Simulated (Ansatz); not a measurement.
**AlH2O (SMILES [O][AlH2]) at UBLYP/STO-3G**

Aim: the energy change on altering one bond length of AlH2O at UBLYP/STO-3G, from 2 runs. 

Program for the calculation: Ansatz 0.2.0.

51 further runs of the same task are left out: 1 that didn't finish, 50 set aside as unsound or not needed.

**1. Starting point**

AlH2O: 4 atoms, total charge 0, spin state doublet. As SMILES, `[O][AlH2]`. The shape is that of a PBE0-D4/def2-TZVP optimisation.

Bond lengths: O1–Al2 1.727 Å, Al2–H3 1.578 Å, Al2–H4 1.578 Å. Angles: O1–Al2–H3 115.8°, O1–Al2–H4 115.8°, H3–Al2–H4 128.3°.

**2. The energy at UBLYP/STO-3G**

File run.yaml:

```yaml
crystal:
  periodic: [false, false, false]
  atoms:
    - {symbol: O, position_ang: [0.062600, -0.856300, 1.401400]}
    - {symbol: Al, position_ang: [0.011300, 0.029900, -0.080400]}
    - {symbol: H, position_ang: [-1.149600, -0.360800, -1.076000]}
    - {symbol: H, position_ang: [1.131100, 1.126800, -0.265300]}
basis:
  gaussian:
    orbitals: STO-3G
magnetization:
  spin_polarized: true
  initial_magnetization: 1
hamiltonian:
  xc: {name: BLYP}
accuracy: high
```

Launch:

```console
$ ansatz run run.yaml --threads 1 --pin off --max-ram 2610MiB --events-out events.jsonl --progress --plain --runs-dir runs
```

The program printed:

```text
Warning: RAYON_NUM_THREADS=1 ignored (pool sized by the plan → 1); use --threads N
Functional definition: BLYP
  name "BLYP"
  parameter beta = 0.0042
  parameter a = 0.04918
  parameter b = 0.132
  parameter c = 0.2533
  parameter d = 0.349
  exchange = b88_x(beta = beta)
  correlation = lyp_c(a = a, b = b, c = c, d = d)
267 factors; integrals over basis functions are off by at most 2.5e-8 eV
mean field evaluation 1: about -8562.7118 eV, gradient 1.9e1 eV
mean field evaluation 2: about -8537.4333 eV, gradient 6.5e1 eV
mean field evaluation 4: about -8565.4190 eV, gradient 3.3e0 eV
mean field evaluation 8: about -8565.4751 eV, gradient 7.8e-3 eV
mean field evaluation 16: about -8565.4751 eV, gradient 2.9e-6 eV
mean field -8565.47511524 eV, -314.7754045975 hartree, gradient 2.6e-8 eV, S^2 0.754016; 3 other end points of the search recorded, 0 dependent functions left out
reference -8565.47514691 eV, -314.7754057612 hartree; 12, 11 occupied and 4, 5 virtual orbitals, 267 factors
Total energy: -8565.47514691 eV, -314.7754057612 hartree
```

Run time: 1.8 s. Hardware: 1 thread of Arm Neoverse V1, shared host; peak memory 0.12 GiB.

**3. The distorted shape**

File molecule.yaml:

```yaml
crystal:
  periodic: [false, false, false]
  atoms:
    - {symbol: O, position_ang: [0.352838, -0.758621, 1.650311]}
    - {symbol: Al, position_ang: [0.301538, 0.127579, 0.168511]}
    - {symbol: H, position_ang: [-1.149600, -0.360800, -1.076000]}
    - {symbol: H, position_ang: [1.421338, 1.224479, -0.016389]}
basis:
  gaussian:
    orbitals: STO-3G
accuracy: high
hamiltonian:
  xc: {name: BLYP}
magnetization:
  spin_polarized: true
  initial_magnetization: 1
```

Launch:

```console
$ ansatz run molecule.yaml --threads 1 --pin off --max-ram 2610MiB --events-out events.jsonl --progress --plain --runs-dir runs
```

The program printed:

```text
Warning: RAYON_NUM_THREADS=1 ignored (pool sized by the plan → 1); use --threads N
Functional definition: BLYP
  name "BLYP"
  parameter beta = 0.0042
  parameter a = 0.04918
  parameter b = 0.132
  parameter c = 0.2533
  parameter d = 0.349
  exchange = b88_x(beta = beta)
  correlation = lyp_c(a = a, b = b, c = c, d = d)
267 factors; integrals over basis functions are off by at most 2.8e-8 eV
mean field evaluation 1: about -8560.5949 eV, gradient 2.1e1 eV
mean field evaluation 2: about -8525.1321 eV, gradient 7.5e1 eV
mean field evaluation 4: about -8563.8955 eV, gradient 6.4e0 eV
mean field evaluation 8: about -8564.2376 eV, gradient 1.1e-1 eV
mean field evaluation 16: about -8564.2377 eV, gradient 9.0e-6 eV
mean field -8564.23774710 eV, -314.7299321570 hartree, gradient 7.0e-8 eV, S^2 0.755524; 2 other end points of the search recorded, 0 dependent functions left out
reference -8564.23777978 eV, -314.7299333582 hartree; 12, 11 occupied and 4, 5 virtual orbitals, 267 factors
Total energy: -8564.23777978 eV, -314.7299333582 hartree
```

Wall time 2.4 s (1 thread of Arm Neoverse V1, shared host); peak memory 0.12 GiB.

**4. Outcome**

Level: UBLYP/STO-3G.

| quantity | value |
| --- | --- |
| first shape: total energy | -314.77541 Eh |
| first shape: ⟨S²⟩ | 0.754 |
| distorted shape: total energy | -314.72993 Eh |
| distorted shape: ⟨S²⟩ | 0.756 |
| energy change with the Al2–H3 bond stretched from 1.578 to 1.973 Å | 1.237 eV |

In words: With the Al2–H3 bond stretched from 1.578 to 1.973 Å the energy rises by 1.24 eV (119 kJ/mol). The first shape isn't relaxed at this level, so the change isn't measured from a minimum. The minimal basis adds a large error of its own.
